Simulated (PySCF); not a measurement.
PySCF input file for CF₄, SMILES FC(F)(F)F (connectivity only; charge and spin as stated), charge +1, multiplicity 2, B3LYP-D3(BJ)/def2-SVP. Geometry optimised at B3LYP-D3(BJ)/def2-SVP. The geometry has at least one imaginary mode, so it is a saddle point at that level. The multiplicity is an assumed one; other spin states were not compared.

```python
import numpy as np
from pyscf import gto, scf, dft, df
from pyscf.hessian import thermo

mol = gto.M(
    atom='''
    F    -0.77439897    0.77439896   -0.73637075
    C     0.00000000    0.00000000    0.00000000
    F    -0.77439895   -0.77439896    0.73637075
    F     0.77439895   -0.77439896   -0.73637075
    F     0.77439897    0.77439896    0.73637075
    ''',
    basis='def2-SVP',
    charge=1,
    spin=1,
    max_memory=1600,
    verbose=3,
)
mf = dft.UKS(mol, xc='b3lyp').density_fit(auxbasis='def2-universal-jkfit')
mf.disp = 'd3bj'
mf.grids.level = 3
mf.conv_tol = 1e-11
mf.max_cycle = 100
mf.kernel()
fine, coarse = mf.grids, dft.Grids(mol).set(level=1).build(with_non0tab=True)
for _ in range(3):  # follow internal instabilities
    mf.grids = coarse
    mo, _, stable, _ = mf.stability(return_status=True, nroots=4)
    mf.grids = fine
    if stable:
        break
    mf.kernel(mf.make_rdm1(mo, mf.mo_occ))

# [left out here: the lines that compute and print the analytic Hessian (its translational invariance restored by hand, since the grid's response is missing), thermochemistry and intensities]
```

It prints:

```

WARN: HOMO -0.473099071008478 >= LUMO -0.473099071008478

converged SCF energy = -436.592253279939  <S^2> = 0.75379539  2S+1 = 2.0037918
<class 'pyscf.df.df_jk.DFUKS'> wavefunction is stable in the internal stability analysis

WARN: DFTD3 does not support analytical Hessian, using finite difference


WARN: Mole.unit (angstrom) is changed to Bohr

Mode                                 0                   1                   2
Irrep
Freq [cm^-1]                     -647.1785           -647.1213            341.3274
Reduced mass [au]                  12.9140             12.9142             18.9984
Force const [Dyne/A]               -3.1868             -3.1863              1.3041
Char temp [K]                    -931.1457           -931.0635            491.0942
Normal mode                   x     y     z       x     y     z       x     y     z
       0   F                -0.02  0.01  0.03   -0.04 -0.05 -0.01   -0.08 -0.08  0.00
       1   C                 0.21 -0.15  0.00    0.15  0.21 -0.00    0.00  0.00 -0.00
       2   F                -0.05  0.04 -0.01   -0.01 -0.02 -0.03   -0.08  0.08 -0.00
       3   F                -0.02  0.01 -0.03   -0.04 -0.05  0.01    0.08  0.08 -0.00
       4   F                -0.05  0.04  0.01   -0.01 -0.02  0.03    0.08 -0.08  0.00
Mode                                 3                   4                   5
Irrep
Freq [cm^-1]                      375.2330            566.1147            715.0076
Reduced mass [au]                  18.9984             16.8285             18.4232
Force const [Dyne/A]                1.5760              3.1776              5.5493
Char temp [K]                     539.8767            814.5131           1028.7367
Normal mode                   x     y     z       x     y     z       x     y     z
       0   F                -0.05  0.05  0.09   -0.07  0.07  0.02   -0.02 -0.07  0.04
       1   C                 0.00 -0.00  0.00    0.00  0.00 -0.14   -0.06 -0.02 -0.00
       2   F                -0.05 -0.05 -0.09    0.07  0.07  0.02    0.04  0.08 -0.10
       3   F                 0.05 -0.05  0.09    0.07 -0.07  0.02   -0.02 -0.07 -0.04
       4   F                 0.05  0.05 -0.09   -0.07 -0.07  0.02    0.04  0.08  0.10
Mode                                 6                   7                   8
Irrep
Freq [cm^-1]                      715.0157            831.0374            905.5884
Reduced mass [au]                  18.4233             13.8330             18.9984
Force const [Dyne/A]                5.5494              5.6287              9.1797
Char temp [K]                    1028.7483           1195.6778           1302.9400
Normal mode                   x     y     z       x     y     z       x     y     z
       0   F                -0.08  0.04 -0.10    0.04 -0.04  0.04   -0.07  0.07 -0.06
       1   C                 0.02 -0.06  0.00    0.00 -0.00 -0.23   -0.00  0.00 -0.00
       2   F                 0.07 -0.02 -0.04   -0.04 -0.04  0.04   -0.07 -0.07  0.06
       3   F                -0.08  0.04  0.10   -0.04  0.04  0.04    0.07 -0.07 -0.06
       4   F                 0.07 -0.02  0.04    0.04  0.04  0.04    0.07  0.07  0.06
temperature 298.1500 [K]
pressure 101325.00 [Pa]
Rotational constants [GHz] 5.82369 5.82369 5.54473
Symmetry number 4
Zero-point energy (ZPE) 0.01014 [Eh]   26612.869 [J/mol]
                           tot       elec      trans        rot        vib
Entropy [J/mol/K]       278.586      5.763    164.586     92.866     15.371
Cv [J/mol/K]             53.877      0.000     12.472     12.472     28.933
Cp [J/mol/K]             62.191      0.000     20.786     12.472     28.933
Internal energy [J/mol]                      3718.434   3718.434  29818.961
Internal energy [Eh]   -436.57806  -436.59225
Enthalpy [J/mol]                             6197.391   3718.434  29818.961
Enthalpy [Eh]          -436.57712
Gibbs free energy [J/mol]                  -42874.054 -23969.460  25236.226
Gibbs free energy [Eh] -436.60876
mode   freq/cm-1   IR/(km/mol)
   1     -647.18       420.373
   2     -647.12       420.389
   3      341.33         0.000
   4      375.23         0.000
   5      566.11         2.467
   6      715.01        47.400
   7      715.02        47.393
   8      831.04         5.255
   9      905.59         0.000
max |gradient| / (hartree/bohr): 0.00013004681326788748
APT charges: [ 0.597  -1.3874  0.597   0.597   0.597 ]
```

The calculation finished and met its thresholds. The end point has an imaginary mode, so it is no minimum.

Cost: about 70 core-seconds (a rough figure).
